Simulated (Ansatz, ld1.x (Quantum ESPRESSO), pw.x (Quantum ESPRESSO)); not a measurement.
# V: one change to the TM potential, in the atom and in the bcc crystal

ld1.x (Quantum ESPRESSO) 7.5 input, shortened:

```
&input
   title='V', zed=23., rel=1, dft='PW', iswitch=3,
   config='[Ar] 3d3 4s1.75 4p0.25'
 /
 &inputp
   pseudotype=2, tm=.true., lloc=-1, rcloc=2.50,
   nlcc=.false.
 /
3
4S  1  0   1.75   0.00  2.70  2.70  0.0
4P  2  1   0.25   0.00  3.75  3.75  0.0
3D  3  2   3.00   0.00  1.55  1.55  0.0
 &test
   configts(1)='3d3 4s1.75 4p0.25'
 /
```

Change: wave 4p (bound): rc 3.75 bohr becomes 4p (bound): rc 3.10 bohr.

Cutoffs, loose and tight: the cutoffs (Ry, on a coarse ladder) from which the occupation-weighted sum of valence levels, in a spherical-Bessel basis at the reference potential, stays within 10 and 1 mRy of its value at 400 Ry. They do not see the model core or the augmentation charge, which bear on the density cutoff. Test errors are all-electron minus pseudo excitation energies from the reference, over the configurations 3d3 4s2 4p0; 3d3 4s1 4p0; 3d3 4s0 4p0; 3d2 4s0 4p0; 3d2 4s2 4p1; 3d3 4s0 4p2; 3d4 4s1 4p0 (two spin-polarised tests are not counted in the largest error); variants that change the core or the reference have their own tests.

Crystal test: bcc V in pw.x 7.5, no spin, 16³ k-points, Fermi–Dirac smearing 0.01 Ry, cutoffs set for each file from its atomic test. The reference is all-electron LAPW (Ansatz 0.2.0) with the same functional, mesh and smearing; V0 and B0 come from Birch–Murnaghan fits to the pressures at five volumes. Errors are pseudo minus all-electron; Δ is the rms difference of the E(V) curves that follow from these fits, minima aligned, over ±6 % about the mean V0. Mesh and smearing are coarse, so the numbers serve the comparison and aren't converged zero-temperature values; the lattice is a test structure that the element need not adopt.

All-electron: a0 = 2.929 Å (V0 = 12.57 Å³/atom), B0 = 206.3 GPa.

**Question.** Does the change bring the crystal closer to the all-electron result?

**Answer.** The mean pressure error goes from -9.06 to -10.33 GPa, so the change moves the solid further from the all-electron pressures.

```csv
quantity,base,changed
outcome (atom),generated,generated
"cutoff, loose (atom)",90 Ry,90 Ry
"cutoff, tight (atom)",100 Ry,100 Ry
bound ghosts (atom),none,none
largest test error (meV) (atom),-120 over the solved tests; 1 of 9 tests not solved or not reliable,-129
cutoffs in pw.x (Ry),120/480,120/480
a0 (Å),2.885,2.878
a0 error (%),-1.52,-1.75
B0 error (%),+0.2,+0.5
Δ (meV/atom),25.6,29.4
mean pressure error (GPa),-9.06,-10.33
```

Base: The largest radius (3.75 bohr) exceeds half the bond length (2.39 bohr), so the spheres overlap, which is one possible source of error among others. This is a poor potential for the solid. Atomic configuration tests: 1 of 9 tests not solved or not reliable. The logarithmic derivative shows an extra or strongly shifted pseudo pole above the reference energy (s near 1.32 Ry). Changed file: The largest radius (3.10 bohr) exceeds half the bond length (2.39 bohr), so the spheres overlap, which is one possible source of error among others. This is a poor potential for the solid. The logarithmic derivative shows an extra or strongly shifted pseudo pole above the reference energy (s near 1.56 Ry).
